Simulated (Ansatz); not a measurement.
CH$_{4}$N (`C[NH]`) radical, relaxed with UKS PBE0-D4/def2-TZVP in the Gaussian-basis code of Ansatz from a GFN2-xTB geometry. The force threshold is 0.005 eV/Å; the program also tests the step.

Charge 0, multiplicity 2.

Start:

```xyz
6

C     0.243    0.214   -0.171
N    -0.430   -0.990    0.030
H    -0.450    1.039   -0.410
H     0.957    0.097   -0.988
H     0.771    0.557    0.735
H    -1.090   -0.917    0.803
```

```
step  energy (eV)  largest force (eV/Å)  largest move (Å)
   1   -2588.1565                 1.159             0.000
   2   -2588.1797                 0.570             0.022
   3   -2588.1880                 0.115             0.022
   4   -2588.1882                 0.013             0.003
   5   -2588.1882                 0.004             0.001
```

End:

```xyz
6

C     0.245    0.214   -0.173
N    -0.438   -1.026    0.031
H    -0.459    1.025   -0.414
H     0.967    0.128   -0.987
H     0.774    0.540    0.735
H    -1.090   -0.882    0.808
```

Run time 7.5 s (2 threads of a server CPU on a shared host); peak host memory 0.13 GiB.
